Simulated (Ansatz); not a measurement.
# The fluorine atom (doublet): density functionals in def2-SVP, part 2 of 2

Ansatz 0.2.0, Gaussian basis; def2-SVP, all electrons in the functionals, frozen cores in the correlation of double hybrids and RPA.

**15. wB97M-V (unrestricted)**

File in.yaml:

```yaml
crystal:
  periodic: [false, false, false]
  atoms:
    - {symbol: F, position_ang: [0.000000, 0.000000, 0.000000]}
basis:
  gaussian: {orbitals: def2-SVP}
magnetization: {spin_polarized: true, initial_magnetization: 1}
hamiltonian: {xc: {name: wB97M-V}}
output: {orbitals: {seedname: orbitals}}
```

The run is started by

```
$ ansatz run in.yaml --threads 1 --pin off --events-out ev --progress --plain --max-ram 2393MiB
```

Output:

```text
Functional definition: wB97M-V
  name "wB97M-V"
  cite "Mardirossian & Head-Gordon, J. Chem. Phys. 144, 214110 (2016) doi:10.1063/1.4952647"
  cite "Becke, J. Chem. Phys. 107, 8554 (1997) doi:10.1063/1.475007"
  cite "Vydrov & Van Voorhis, J. Chem. Phys. 133, 244103 (2010) doi:10.1063/1.3521275"
  # Of w^i u^j: cxij and so on, Table III.
  parameter omega = 0.3/bohr
  parameter cx = 0.15
  parameter cx01 = 1.007
  parameter cx10 = 0.259
  parameter css00 = 0.443
  parameter css04 = -1.437
  parameter css10 = -4.535
  parameter css20 = -3.390
  parameter css43 = 4.278
  parameter cos00 = 1.000
  parameter cos10 = 1.358
  parameter cos20 = 2.924
  parameter cos21 = -8.812
  parameter cos60 = -1.390
  parameter cos61 = 9.142
  parameter b = 6.0
  parameter c = 0.01
  gx(w, u) = 1 - cx + cx01*u + cx10*w
  gss(w, u) = css00 + css04*u^4 + css10*w + css20*w^2 + css43*w^4*u^3
  gos(w, u) = cos00 + cos10*w + (cos20 + cos21*u)*w^2 + (cos60 + cos61*u)*w^6
  exchange = spin_sum(e_x_unif_sr(omega)*gx(b97_w, b97_u_x)) + cx*exact_x_sr(omega) + exact_x_lr(omega)
  correlation = spin_sum(e_c_pw_mod_same_spin*gss(b97_w, b97_u_same))
      + integral(e_c_pw_mod_opposite_spin*gos(b97_w_opposite, b97_u_opposite)) + vv10(b, c)
71 factors; integrals over basis functions are off by at most 8.0e-5 eV
15 factors; integrals over basis functions are off by at most 1.2e-4 eV
mean field evaluation 1: about -2710.6036 eV, gradient 3.8e0 eV
mean field evaluation 2: about -2710.6418 eV, gradient 7.4e-1 eV
mean field evaluation 4: about -2710.6429 eV, gradient 4.1e-1 eV
mean field evaluation 8: about -2710.6434 eV, gradient 2.8e-4 eV
mean field -2710.64343538 eV, -99.6143089100 hartree, gradient 2.8e-5 eV, S^2 0.751096; 0 other end points of the search recorded, 0 dependent functions left out
reference -2710.64344051 eV, -99.6143090987 hartree; 5, 4 occupied and 9, 10 virtual orbitals, 71 factors
Total energy: -2710.64344051 eV, -99.6143090987 hartree
```

Run time: 0.42 s. Hardware: 1 thread of Arm Neoverse V2, shared host.

From the report: ⟨S²⟩ of the determinant 0.751 (pure doublet: 0.75).

**16. HSE06 (unrestricted)**

Changes to in.yaml since step 15:

```diff
@@ -7,3 +7,2 @@
 magnetization: {spin_polarized: true, initial_magnetization: 1}
-hamiltonian: {xc: {name: wB97M-V}}
-output: {orbitals: {seedname: orbitals}}
+hamiltonian: {xc: {name: HSE06}}
```

Launched as before.

Output:

```text
Functional definition: HSE06
  name "HSE06"
  cite "Heyd, Scuseria & Ernzerhof, J. Chem. Phys. 118, 8207 (2003) doi:10.1063/1.1564060"
  cite "Krukau, Vydrov, Izmaylov & Scuseria, J. Chem. Phys. 125, 224106 (2006) doi:10.1063/1.2404663"
  cite "Heyd & Scuseria, J. Chem. Phys. 120, 7274 (2004) doi:10.1063/1.1668634"
  cite "Ernzerhof & Perdew, J. Chem. Phys. 109, 3313 (1998) doi:10.1063/1.476928"
  cite "Perdew, Burke & Ernzerhof, Phys. Rev. Lett. 77, 3865 (1996) doi:10.1103/PhysRevLett.77.3865"
  parent pbe
  parameter a = 0.25
  parameter omega = 0.11/bohr
  # The whole range is PBE's own exchange, as in plane waves. The composition of these papers is wPBEh.
  exchange = pbe_x - a*pbe_x_sr(omega) + a*exact_x_sr(omega)
  correlation = pbe_c
71 factors; integrals over basis functions are off by at most 8.0e-5 eV
13 factors; integrals over basis functions are off by at most 3.3e-7 eV
mean field evaluation 1: about -2708.6970 eV, gradient 4.8e0 eV
mean field evaluation 2: about -2708.7526 eV, gradient 1.8e0 eV
mean field evaluation 4: about -2708.7625 eV, gradient 1.9e-2 eV
mean field evaluation 8: about -2708.7625 eV, gradient 1.2e-4 eV
mean field -2708.76250893 eV, -99.5451861382 hartree, gradient 3.3e-6 eV, S^2 0.751076; 0 other end points of the search recorded, 0 dependent functions left out
reference -2708.76251165 eV, -99.5451862378 hartree; 5, 4 occupied and 9, 10 virtual orbitals, 71 factors
Total energy: -2708.76251165 eV, -99.5451862378 hartree
```

Run time: 0.21 s. Hardware: 1 thread of Arm Neoverse V2, shared host.

From the report: ⟨S²⟩ of the determinant 0.751 (pure doublet: 0.75).

**17. B2PLYP (unrestricted)**

Changes to in.yaml since step 16:

```diff
@@ -7,2 +7,3 @@
 magnetization: {spin_polarized: true, initial_magnetization: 1}
-hamiltonian: {xc: {name: HSE06}}
+hamiltonian: {xc: {name: B2PLYP}}
+correlation: {electrons: outside_noble_gas}
```

The command is unchanged.

Output:

```text
Functional definition: B2PLYP
  name "B2PLYP"
  cite "Grimme, J. Chem. Phys. 124, 034108 (2006) doi:10.1063/1.2148954"
  cite "Becke, Phys. Rev. A 38, 3098 (1988) doi:10.1103/PhysRevA.38.3098"
  cite "Lee, Yang & Parr, Phys. Rev. B 37, 785 (1988) doi:10.1103/PhysRevB.37.785"
  parameter a = 0.53
  parameter c = 0.27
  exchange = (1 - a)*b88_x + a*exact_x
  correlation = (1 - c)*lyp_c + c*(mp2_os + mp2_ss)
71 factors; integrals over basis functions are off by at most 8.0e-5 eV
mean field evaluation 1: about -2708.2580 eV, gradient 4.8e0 eV
mean field evaluation 2: about -2708.2583 eV, gradient 4.8e0 eV
mean field evaluation 4: about -2708.3240 eV, gradient 1.1e-1 eV
mean field evaluation 8: about -2708.3241 eV, gradient 9.1e-4 eV
mean field -2708.32405503 eV, -99.5290732544 hartree, gradient 2.2e-6 eV, S^2 0.751453; 0 other end points of the search recorded, 0 dependent functions left out
1 core orbitals not correlated: weight in the atoms' cores, before any rotation towards them, 1.000 or more for the frozen orbitals, at most 0.000 for the correlated occupied ones
reference -2708.32407826 eV, -99.5290741080 hartree; 4, 3 occupied and 9, 10 virtual orbitals, 71 factors
second order -4.34475799 eV of doubles, -0.00000000 eV of singles
Total energy: -2709.49716292 eV, -99.5721841741 hartree
```

Run time: 0.15 s. Hardware: 1 thread of Arm Neoverse V2, shared host.

From the report: ⟨S²⟩ of the determinant 0.751 (pure doublet: 0.75).

**18. PBE-QIDH (unrestricted)**

Changes to in.yaml since step 17:

```diff
@@ -7,3 +7,3 @@
 magnetization: {spin_polarized: true, initial_magnetization: 1}
-hamiltonian: {xc: {name: B2PLYP}}
+hamiltonian: {xc: {name: PBE-QIDH}}
 correlation: {electrons: outside_noble_gas}
```

The command is unchanged.

Output:

```text
Functional definition: PBE-QIDH
  name "PBE-QIDH"
  cite "Brémond, Sancho-García, Pérez-Jiménez & Adamo, J. Chem. Phys. 141, 031101 (2014) doi:10.1063/1.4890314"
  cite "Perdew, Burke & Ernzerhof, Phys. Rev. Lett. 77, 3865 (1996) doi:10.1103/PhysRevLett.77.3865"
  parameter a = 3^(-1/3)
  parameter c = 1/3
  exchange = (1 - a)*pbe_x + a*exact_x
  correlation = (1 - c)*pbe_c + c*(mp2_os + mp2_ss)
71 factors; integrals over basis functions are off by at most 8.0e-5 eV
mean field evaluation 1: about -2706.5732 eV, gradient 5.5e0 eV
mean field evaluation 2: about -2706.5734 eV, gradient 5.5e0 eV
mean field evaluation 4: about -2706.6608 eV, gradient 5.1e-1 eV
mean field evaluation 8: about -2706.6616 eV, gradient 2.1e-3 eV
mean field -2706.66164785 eV, -99.4679809172 hartree, gradient 3.4e-6 eV, S^2 0.751713; 0 other end points of the search recorded, 0 dependent functions left out
1 core orbitals not correlated: weight in the atoms' cores, before any rotation towards them, 1.000 or more for the frozen orbitals, at most 0.000 for the correlated occupied ones
reference -2706.66164868 eV, -99.4679809478 hartree; 4, 3 occupied and 9, 10 virtual orbitals, 71 factors
second order -4.11595785 eV of doubles, -0.00000000 eV of singles
Total energy: -2708.03363463 eV, -99.5184005015 hartree
```

It took 0.15 s on 1 thread of Arm Neoverse V2, shared host.

From the report: ⟨S²⟩ of the determinant 0.752 (pure doublet: 0.75).

**19. RPA-PBE**

File in.yaml:

```yaml
crystal:
  periodic: [false, false, false]
  atoms:
    - {symbol: F, position_ang: [0.000000, 0.000000, 0.000000]}
basis:
  gaussian: {orbitals: def2-SVP}
magnetization: {spin_polarized: true, initial_magnetization: 1}
hamiltonian: {xc: {name: PBE}}
correlation: {method: rpa, electrons: outside_noble_gas}
```

The command is unchanged.

Output:

```text
Functional definition: PBE
  name "PBE"
  cite "Perdew, Burke & Ernzerhof, Phys. Rev. Lett. 77, 3865 (1996) doi:10.1103/PhysRevLett.77.3865"
  parent pbe
  parameter kappa = 0.804
  parameter beta = 0.06672455060314922
  exchange = pbe_x(kappa = kappa, mu = beta*pi^2/3)
  correlation = pbe_c(beta = beta)
71 factors; integrals over basis functions are off by at most 8.0e-5 eV
mean field evaluation 1: about -2708.5156 eV, gradient 5.9e0 eV
mean field evaluation 2: about -2708.5155 eV, gradient 5.9e0 eV
mean field evaluation 4: about -2708.6129 eV, gradient 8.2e-1 eV
mean field evaluation 8: about -2708.6148 eV, gradient 1.2e-4 eV
mean field evaluation 16: about -2708.6148 eV, gradient 4.3e-5 eV
mean field evaluation 32: about -2708.5154 eV, gradient 5.9e0 eV
mean field -2708.61477413 eV, -99.5397569841 hartree, gradient 7.2e-7 eV, S^2 0.750814; 9 other end points of the search recorded, 0 dependent functions left out
1 core orbitals not correlated: weight in the atoms' cores, before any rotation towards them, 1.000 or more for the frozen orbitals, at most 0.000 for the correlated occupied ones
reference -2701.61283231 eV, -99.2824403684 hartree; 4, 3 occupied and 9, 10 virtual orbitals, 71 factors
Total energy: -2707.95457273 eV, -99.5154950302 hartree
```

Wall time 0.39 s (1 thread of Arm Neoverse V2, shared host).

From the report: ⟨S²⟩ of the determinant 0.751 (pure doublet: 0.75).

**20. Side by side**

| functional | energy (eV) | ⟨S²⟩ | time |
| --- | --- | --- | --- |
| SPW92 | -2693.2141 | 0.751 | 1.2 s |
| PBE | -2708.6148 | 0.751 | 0.82 s |
| BLYP | -2711.0272 | 0.751 | 0.21 s |
| revPBE | -2710.4101 | 0.751 | 0.15 s |
| r2SCAN | -2710.2207 | 0.751 | 0.42 s |
| B97M-V | -2710.2937 | 0.752 | 0.39 s |
| PBE0 | -2708.8679 | 0.751 | 0.12 s |
| B3LYP | -2711.3554 | 0.751 | 0.15 s |
| r2SCANh | -2710.1597 | 0.752 | 0.42 s |
| r2SCAN0 | -2710.0688 | 0.752 | 0.39 s |
| BHLYP | -2710.7057 | 0.751 | 0.12 s |
| CAM-B3LYP | -2710.7046 | 0.751 | 0.18 s |
| wB97X-V | -2710.4255 | 0.751 | 0.39 s |
| wB97M-V | -2710.6434 | 0.751 | 0.42 s |
| HSE06 | -2708.7625 | 0.751 | 0.21 s |
| B2PLYP | -2709.4972 | 0.751 | 0.15 s |
| PBE-QIDH | -2708.0336 | 0.752 | 0.15 s |
| RPA-PBE | -2707.9546 | 0.751 | 0.39 s |

Orbital levels of the runs that wrote orbitals: PBE HOMO -9.37, LUMO -8.48 eV; PBE0 HOMO -11.91, LUMO -6.02 eV; wB97M-V HOMO -14.44, LUMO -3.42 eV.

**21. What came out**

The summary covers parts 1 to 2.

| quantity | value |
| --- | --- |
| spread of total energies | 18.1 eV |
| quickest, slowest | PBE0 0.12 s, SPW92 1.2 s |

What this shows: Total energies of different functionals can't be ranked; only differences within one functional count. These atomic energies are the zero for atomisation energies at the same level.
